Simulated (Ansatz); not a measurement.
Write a Python script for the Ansatz DFT code, driven from Python that makes vertical spin-state energies of C₂H₃F₂, SMILES F[CH]CF. Use (for the species named): B3LYP, def2-TZVPP basis, multiplicity 2, D3BJ dispersion.

The script reads `c2h3f2.xyz`:
```text
7

F    -0.94730    1.33320   -0.88240
C    -0.76300    0.20050   -0.28200
C     0.54860   -0.18210    0.17820
F     0.72740   -1.52210    0.34560
H    -1.67580   -0.30790   -0.04180
H     0.79510    0.29300    1.15830
H     1.37620    0.11730   -0.52170
```

`spin.py`:
```python
"""Vertical spin-state energies of C2H3F2."""

import ansatz

system = ansatz.Crystal.molecule_from_extxyz("c2h3f2.xyz")

base = system.calculation()
base = base.basis(gaussian="def2-TZVPP")
base = base.functional("b3lyp", dispersion="d3bj")
found = {}
for unpaired in [1, 3, 5]:
    data = base.spin("collinear", total=unpaired).run().report
    s = unpaired / 2
    found[unpaired] = data["free_energy_ev"]
    print(f"2S+1 = {unpaired + 1}: E = {found[unpaired]:.5f} eV, <S^2> = {abs(data['mean_field']['state']['spin_squared']):.3f} (pure state {s * (s + 1):.2f})")
lowest = min(found, key=found.get)
for unpaired, e in found.items():
    print(f"multiplicity {unpaired + 1}: {23.060548 * (e - found[lowest]):.1f} kcal/mol above the lowest")
```

```console
$ python spin.py
2S+1 = 2: E = -7557.84197 eV, <S^2> = 0.754 (pure state 0.75)
2S+1 = 4: E = -7548.95704 eV, <S^2> = 3.756 (pure state 3.75)
2S+1 = 6: E = -7539.14627 eV, <S^2> = 8.757 (pure state 8.75)
multiplicity 2: 0.0 kcal/mol above the lowest
multiplicity 4: 204.9 kcal/mol above the lowest
multiplicity 6: 431.1 kcal/mol above the lowest
```

In order: multiplicity 2 (+0.00 eV), multiplicity 4 (+8.88 eV) and multiplicity 6 (+18.70 eV), all at the one geometry.

Notes:
- Total energies depend on the basis set; only differences at equal settings carry meaning.
- The geometry is a force-field or estimated start, not a minimum of this method, and the basis set is short of its limit. All parts are taken at fixed geometry, without zero-point energy.
- The species is open-shell (spin multiplicity 2).
- b3lyp holds the VWN-RPA fit, as in Gaussian; the form of ORCA and Turbomole is b3lyp5.
- Finished in 27 s on 1 thread of Intel(R) Xeon(R) 6975P-C (Granite Rapids) (shared host), peak memory 0.51 GiB.
